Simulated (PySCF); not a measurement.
CH2BH, CH3B.
Structure used (PBE0-D3(BJ)/def2-SVP), in Å, numbered top down from 1:
```xyz
5
CH3B angstrom
B      0.8085    0.0032    0.2080
C     -0.5388   -0.0005   -0.1086
H      1.9657    0.0067    0.4803
H     -1.2330    0.7539    0.2771
H     -0.9850   -0.7576   -0.7624
```

Level: PBE0/pcSseg-1 in PySCF, non-relativistic, on one gas-phase PBE0-D3(BJ)/def2-SVP geometry that isn't relaxed in the solvent. The solvent is an IEF-PCM continuum (Bondi radii, 1.10 Å for H, scaled by 1.2). The model holds no explicit solvent molecules, cavitation or dispersion.

Gas phase at PBE0/pcSseg-1: HOMO -6.70 eV, LUMO -1.45 eV, dipole 0.58 D.

Problem. What does the continuum do to the energy, the frontier levels and the dipole at PBE0/pcSseg-1 in benzene and dichloromethane?

Solution. 
```json
{"solvent": "benzene", "ε": "2.271", "E(solvent) − E(gas) (kcal/mol)": "-0.93", "polarisation term (kcal/mol)": "-0.95", "distortion of the solute (kcal/mol)": "0.02", "HOMO (eV)": "-6.73", "LUMO (eV)": "-1.39", "dipole (D)": "0.65"}
{"solvent": "dichloromethane", "ε": "8.93", "E(solvent) − E(gas) (kcal/mol)": "-1.81", "polarisation term (kcal/mol)": "-1.92", "distortion of the solute (kcal/mol)": "0.11", "HOMO (eV)": "-6.77", "LUMO (eV)": "-1.36", "dipole (D)": "0.73"}
```

Polarisation term: ½ Σ q·V over the induced surface charges. Distortion: the rise of the solute's own energy as its density leaves the gas-phase optimum. From benzene to dichloromethane the lowering changes by a factor 1.96, Onsager's factor (ε − 1)/(2ε + 1) by 1.83 and ε itself by 3.9.

Problem. Which Mulliken charges (PBE0/pcSseg-1) respond most in benzene (means over atoms taken as equivalent)?

Solution. 
| atoms | environment | gas (e) | solvent (e) | change |
| --- | --- | --- | --- | --- |
| C2 | carbon bonded to B and 2 H | -0.570 | -0.590 | -0.020 |
| H3 | B–H hydrogen | +0.058 | +0.070 | +0.012 |
| B1 | boron bonded to C and H | +0.188 | +0.180 | -0.008 |
| H4/H5 | hydrogen on carbon | +0.162 | +0.170 | +0.008 |
